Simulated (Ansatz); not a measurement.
ammonia (SMILES N) moved off its minimum; all values from Ansatz (a quantum-chemistry and plane-wave program), cores frozen in correlated methods.
(charge 0, multiplicity 1)
```xyz
4

N     -0.0136     0.0272     0.1198
H     -0.5054    -0.7492    -0.3439
H     -0.3084     0.8547    -0.2343
H      0.8666    -0.1692    -0.2803
```

Forces at wB97M-V/def2-TZVPP (eV/Å):

| atom | Fx | Fy | Fz |
|---|---|---|---|
| N1 | 0.177 | -4.082 | 1.031 |
| H2 | -0.583 | 0.754 | 0.515 |
| H3 | -1.273 | 2.969 | -1.415 |
| H4 | 1.679 | 0.359 | -0.130 |

**Question.** Give the forces (eV/Å), the total energy and the dipole at CCSD(T)/aug-cc-pVTZ.

**Answer.** 
```tsv
atom	Fx	Fy	Fz
N1	0.167	-4.081	1.215
H2	-0.639	0.683	0.451
H3	-1.309	3.057	-1.477
H4	1.781	0.341	-0.189
```
Energy -56.4722 hartree, dipole 1.63 D.
